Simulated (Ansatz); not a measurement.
Diamond-structure Si was calculated with PBE0 in Ansatz (PAW).

Numerical settings: plane-wave cutoff 460 eV, 8×8×8 k mesh, Fermi–Dirac smearing 0.01 eV, scalar-relativistic PAW data made under PBE.

Equation-of-state points:

| V (Å³/atom) | E − E_lowest (meV/atom) |
|---|---|
| 19.077 | 17.07 |
| 19.579 | 4.06 |
| 20.155 | 0.00 |
| 20.583 | 3.60 |
| 21.085 | 14.14 |

What bulk modulus B0 and pressure derivative B′ does a third-order Birch–Murnaghan fit give?

V0 = 20.085 Å³/atom, B0 = 99.4 GPa, B′ = 4.1 (fit to the energies at full precision).

Measured, for comparison: bulk modulus 101 GPa (0 K value with zero-point phonon effects removed; as tabulated in Sun et al. (2011), doi:10.1103/physrevb.84.035117); equilibrium volume per atom 19.91 Å³/atom (static lattice: zero-point anharmonic expansion removed; as tabulated in Mejia-Rodriguez and Trickey (2018), arXiv:1807.09216). Computed (rounded) less measured: bulk modulus -2 %, equilibrium volume per atom +0.9 %.

Static lattice: no zero-point or thermal effects.

Ansatz is a program for electronic structure.
